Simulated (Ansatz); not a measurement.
**Down a group: atomization energies of GeO, GeSe**

Ansatz 0.2.0, basis cc-pVDZ; geometries are PBE0/def2-TZVP minima. Wave-function levels freeze the cores with the filled d shells of p-block atoms; HF, MP2 and coupled cluster are restricted for singlets and unrestricted otherwise, atoms included (their steps beyond CCSDT(Q) come from restricted open-shell runs), restricted open-shell where a d shell is frozen. MRCISD+Q stands on CASSCF in the full valence space, and MRCISD+Q is size-consistent only roughly. The reference is CCSDTQ (coupled cluster only where its series has nearly closed). An error is the level's value less the reference. None of these values is a measured one. Energies are electronic, without zero-point terms. No spin–orbit coupling and no scalar relativity. The set is small: it underbinds, by tens of kJ/mol for each bond, so near ties and functionals' places can change in larger sets. The species are chosen: bound, without strong static correlation by their natural occupations or amplitudes, in their lowest spin state as far as vertical gaps and like structures tell, and with a ladder that closes on the reference, so errors are smaller than for species at large; levels whose determinant breaks symmetry or spin markedly are left out.

```tsv
species	bonds (Å)	quantity	symmetry of the states	reference	value (kcal/mol)	error CCSD	error CCSD(T)	error CCSDT	error CCSDT(Q)	error MRCISD+Q
GeO, singlet	O–Ge 1.623	atomization	Σ⁺	CCSDTQ	138.7	-8.7	-1.1	-0.9	0.4	-2.9
GeSe, singlet	Ge–Se 2.140	atomization	Σ⁺	CCSDTQ	106.1	-6.3	-0.7	-0.4	0.1	-1.4
```

The reference falls from O to Se, by 32.6 kcal/mol in all.
